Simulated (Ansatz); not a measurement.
# CHAlN (doublet): wave-function methods side by side, def2-TZVPP

The task here is to estimate one member of a computed series from the others.

The runs use Ansatz 0.2.0, Gaussian basis; def2-TZVPP, core rule «outside noble gas», up to 7 orbitals frozen.

Plan: UHF; ROHF; CCSD(T) on UHF.

2 further runs of the same task are left out: 2 set aside as unsound or not needed.

**What is computed**

The geometry is a PBE0/def2-TZVP stationary point (not a proven minimum).

4 atoms, charge 0, spin multiplicity 2.

Atoms are counted from 1 here; the program's logs count them from 0.

Bond lengths: Al1–C2 2.001 Å, C2–N3 1.208 Å, N3–H4 1.022 Å. Angles: Al1–C2–N3 172.8°, C2–N3–H4 124.4°.

Set-up of the first run:

File in.yaml:

```yaml
crystal:
  periodic: [false, false, false]
  atoms:
    - {symbol: Al, position_ang: [-0.000010, -0.130819, 2.269156]}
    - {symbol: C, position_ang: [0.000100, -0.117705, 0.267760]}
    - {symbol: N, position_ang: [-0.000031, -0.260415, -0.931731]}
    - {symbol: H, position_ang: [-0.000059, 0.508939, -1.605185]}
basis:
  gaussian: {orbitals: def2-TZVPP}
magnetization: {spin_polarized: true, initial_magnetization: 1}
hamiltonian: {xc: hf}
output: {orbitals: {seedname: orbitals}}
```

The run is started by

```sh
$ ansatz run in.yaml --threads 1 --pin off --events-out ev --progress --plain --max-ram 4096MiB --backend cpu
```

Among the steps run: UHF; ROHF; CCSD(T) on UHF.

One of the session's tables, all rows but one given; the rest of the session is left out.

It belongs to the step «Misses and costs». 

```
  method  from UCCSD(T) (kcal/mol)
    ROHF                         ?
     UHF                   +268.48
    UMP2                    +27.68
   UCCSD                    +13.10
UCCSD(T)                         0
```

Q: Estimate the row for ROHF from the others.

**Answer.** from UCCSD(T) (kcal/mol): +270.92. In the column «from UCCSD(T) (kcal/mol)» it is the highest.

With the free atoms at the same levels and basis (separate runs), the atomisation energy is 13.298 eV at UCCSD(T), 8.791 eV at ROHF.
